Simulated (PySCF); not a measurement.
# UMP2/STO-3G run of CH2FO (SMILES [O]CF)

Aim: the vertical doublet–quartet gap of CH2FO at UMP2/STO-3G, from 2 runs. 

Program for the calculation: PySCF 2.14.0.

7 further runs of the same task are left out: 2 that didn't finish, 5 set aside as unsound or not needed.

### 1 The molecule

CH2FO: 5 atoms, total charge 0, spin state doublet. SMILES: `[O]CF`. The shape is that of a PBE0-D4/def2-TZVP optimisation.

Bond lengths: O1–C2 1.303 Å, C2–F3 1.376 Å, C2–H4 1.109 Å, C2–H5 1.109 Å. Angles: O1–C2–F3 115.4°, O1–C2–H4 109.4°, O1–C2–H5 109.4°, F3–C2–H4 107.5°, F3–C2–H5 107.5°, H4–C2–H5 107.3°.

### 2 The energy at UMP2/STO-3G

Input file calc.py:

```python
# [O]CF
from pyscf import gto, mp

mol = gto.Mole()
mol.atom = '''
O     -2.121596     0.383047     1.152733
C     -0.018141    -0.023244    -0.062361
F      2.089092    -0.330135     1.430901
H     -0.213350    -1.747619    -1.238149
H      0.358103     1.578866    -1.361170
'''
mol.max_memory = 1860
mol.unit = 'bohr'
mol.verbose = 4
mol.spin = 1
mol.basis = 'sto-3g'
mol.build()

hf = mol.UHF()
hf.conv_tol = 1e-10
hf.kernel()
if not hf.converged:
    hf = hf.newton().run(hf.mo_coeff, hf.mo_occ)

pt = mp.MP2(hf, frozen=3).run()
e_tot = pt.e_tot
print(f'total energy: {e_tot:.8f} hartree')
```

Run with:

```
OMP_NUM_THREADS=1 python calc.py
```

The log of the run:

```text
PySCF version 2.14.0

[INPUT] num. atoms = 5
[INPUT] num. electrons = 25
[INPUT] charge = 0
[INPUT] spin (= nelec alpha-beta = 2S) = 1
[INPUT] symmetry False subgroup None
[INPUT] Mole.unit = bohr
[INPUT] Symbol           X                Y                Z      unit          X                Y                Z       unit  Magmom
[INPUT]  1 O     -1.122700253979   0.202699743111   0.610000033875 AA   -2.121596000000   0.383047000000   1.152733000000 Bohr   0.0
[INPUT]  2 C     -0.009599803783  -0.012300195091  -0.033000020050 AA   -0.018141000000  -0.023244000000  -0.062361000000 Bohr   0.0
[INPUT]  3 F      1.105499877915  -0.174699918527   0.757200200283 AA    2.089092000000  -0.330135000000   1.430901000000 Bohr   0.0
[INPUT]  4 H     -0.112899957950  -0.924800148171  -0.655200234523 AA   -0.213350000000  -1.747619000000  -1.238149000000 Bohr   0.0
[INPUT]  5 H      0.189499946762   0.835499906296  -0.720300144188 AA    0.358103000000   1.578866000000  -1.361170000000 Bohr   0.0

nuclear repulsion = 72.1247265503546
number of shells = 11
number of NR pGTOs = 51
number of NR cGTOs = 17
basis = sto-3g
ecp = {}

******** <class 'pyscf.scf.uhf.UHF'> ********
method = UHF
initial guess = minao
damping factor = 0
level_shift factor = 0
DIIS = <class 'pyscf.scf.diis.CDIIS'>
diis_start_cycle = 1
diis_space = 8
diis_damp = 0
SCF conv_tol = 1e-10
SCF conv_tol_grad = None
SCF max_cycles = 50
direct_scf = True
direct_scf_tol = 1e-13
number electrons alpha = 13  beta = 12
Set gradient conv threshold to 1e-05
init E= -210.554658537891
[... the frontier-level lines of each cycle are left out ...]

cycle= 1 E= -210.12794692156  delta_E= 0.427  |g|= 0.509  |ddm|= 1.95
cycle= 2 E= -210.345690691898  delta_E= -0.218  |g|= 0.242  |ddm|= 0.868
cycle= 3 E= -210.38864532691  delta_E= -0.043  |g|= 0.0778  |ddm|= 0.309
cycle= 4 E= -210.400043649301  delta_E= -0.0114  |g|= 0.0153  |ddm|= 0.205
cycle= 5 E= -210.400464806549  delta_E= -0.000421  |g|= 0.0054  |ddm|= 0.0344
cycle= 6 E= -210.400519700194  delta_E= -5.49e-05  |g|= 0.00221  |ddm|= 0.0157
cycle= 7 E= -210.400529402876  delta_E= -9.7e-06  |g|= 0.000687  |ddm|= 0.00787
cycle= 8 E= -210.400530331738  delta_E= -9.29e-07  |g|= 0.000219  |ddm|= 0.0027
cycle= 9 E= -210.400530410851  delta_E= -7.91e-08  |g|= 9.04e-05  |ddm|= 0.000716
cycle= 10 E= -210.40053042314  delta_E= -1.23e-08  |g|= 3.02e-05  |ddm|= 0.000288
cycle= 11 E= -210.400530424848  delta_E= -1.71e-09  |g|= 1.25e-05  |ddm|= 0.000105
cycle= 12 E= -210.400530425165  delta_E= -3.17e-10  |g|= 5.18e-06  |ddm|= 4.12e-05
cycle= 13 E= -210.400530425232  delta_E= -6.66e-11  |g|= 1.14e-06  |ddm|= 2.39e-05
Extra cycle  E= -210.400530425233  delta_E= -1.59e-12  |g|= 6.77e-07  |ddm|= 1.95e-06
converged SCF energy = -210.400530425233  <S^2> = 0.75530957  2S+1 = 2.0053025

******** <class 'pyscf.mp.ump2.UMP2'> ********
nocc = (np.int64(10), np.int64(9)), nmo = (14, 14)
frozen orbitals 3
E(UMP2) = -210.479754525253  E_corr = -0.0792241000196806
E(SCS-UMP2) = -210.486979269846  E_corr = -0.0864488446125965
E_corr(same-spin) = -0.00994624085886955
E_corr(oppo-spin) = -0.0692778591608111
total energy: -210.47975453 hartree
```

Wall time 0.78 s (1 thread of Arm Neoverse V1, shared host); peak memory 0.12 GiB.

### 3 The quartet

Input file input.py:

```python
from pyscf import gto, scf, mp

system = gto.M(
    atom='''
O   -1.122700   0.202700   0.610000
C   -0.009600  -0.012300  -0.033000
F    1.105500  -0.174700   0.757200
H   -0.112900  -0.924800  -0.655200
H    0.189500   0.835500  -0.720300
''',
    charge=0,
    max_memory=1860,
    basis='sto-3g',
    spin=3,
    verbose=3,
)

myscf = scf.UHF(system)
myscf.conv_tol = 1e-10
myscf.kernel()
if not myscf.converged:
    myscf = myscf.newton().run(myscf.mo_coeff, myscf.mo_occ)

pt = mp.MP2(myscf, frozen=3).run()
e_tot = pt.e_tot
print('E(%s) = %.9f' % ('MP2', e_tot))
```

Run with:

```
OMP_NUM_THREADS=1 python input.py
```

The log of the run:

```text
WARN: HOMO 0.402729677863623 >= LUMO -0.36268393413127

WARN: HOMO 0.177263056065742 >= LUMO 0.0526021213957265

WARN: HOMO 0.0942305598893166 >= LUMO 0.0736705022782528

WARN: HOMO 0.0909580437942116 >= LUMO 0.0718276113312809

WARN: HOMO 0.0821275342285468 >= LUMO 0.0726669172924648

WARN: HOMO 0.0801570345728372 >= LUMO 0.0728667333923523

WARN: HOMO 0.0927740980131075 >= LUMO 0.076684444050801

WARN: HOMO 0.0949741589574362 >= LUMO 0.0755021775867523

WARN: HOMO 0.0956652206921393 >= LUMO 0.0737364265966797

WARN: HOMO 0.095457973797809 >= LUMO 0.0754789572871687

WARN: HOMO 0.0949231678812196 >= LUMO 0.0756164515759308

WARN: HOMO 0.0948859760485404 >= LUMO 0.0752845023455107

WARN: HOMO 0.0948502639762574 >= LUMO 0.0752797773908359

WARN: HOMO 0.0948692289728597 >= LUMO 0.0754050293876314

WARN: HOMO 0.0948722700359327 >= LUMO 0.0753733026857704

WARN: HOMO 0.094869505221472 >= LUMO 0.0753758583707829

WARN: HOMO 0.0948701438312666 >= LUMO 0.075376059558963

WARN: HOMO 0.0948694243897816 >= LUMO 0.0753770369030711

WARN: HOMO 0.0948752228537917 >= LUMO 0.0753844531664659

WARN: HOMO 0.0948778723000743 >= LUMO 0.0753819685871946

WARN: HOMO 0.0948777828867086 >= LUMO 0.075381151761965

WARN: HOMO 0.0948792988404366 >= LUMO 0.0753807849204712

WARN: HOMO 0.0948793901505404 >= LUMO 0.0753810273894333

converged SCF energy = -209.908736464708  <S^2> = 3.7582765  2S+1 = 4.0041361
E(UMP2) = -210.000310545718  E_corr = -0.0915740810097958
E(SCS-UMP2) = -209.990742706095  E_corr = -0.0820062413865024
E(MP2) = -210.000310546
```

It took 0.84 s on 1 thread of Arm Neoverse V1, shared host; peak memory 0.12 GiB.

### 4 Summary of results

Level: UMP2/STO-3G, 3 core orbitals frozen.

| quantity | value |
| --- | --- |
| doublet: total energy | -210.47975 Eh |
| doublet: dipole moment (Hartree–Fock density) | 1.34 D |
| doublet: HOMO energy (Hartree–Fock orbitals) (highest over α and β) | -10.15 eV |
| doublet: LUMO energy (Hartree–Fock orbitals) (lowest over α and β) | 7.93 eV |
| doublet: correlation energy (3 core orbitals frozen) | -79.2 mEh |
| doublet: ⟨S²⟩ of the reference determinant | 0.755 |
| quartet: total energy | -210.00031 Eh |
| quartet: dipole moment (Hartree–Fock density) | 1.99 D |
| quartet: correlation energy (3 core orbitals frozen) | -91.6 mEh |
| quartet: ⟨S²⟩ of the reference determinant | 3.758 |
| vertical energy of the quartet above the doublet | 13.046 eV |

What this shows: At this shape the quartet lies 13.05 eV (1259 kJ/mol) above the doublet. In a minimal basis such a difference can be off by several eV, whatever the method. Mulliken charges (doublet) of the mean-field density run from -0.16 on F3 to +0.13 on C2. Mulliken charges (quartet) of the mean-field density run from -0.14 on F3 to +0.10 on O1; they depend strongly on the basis.
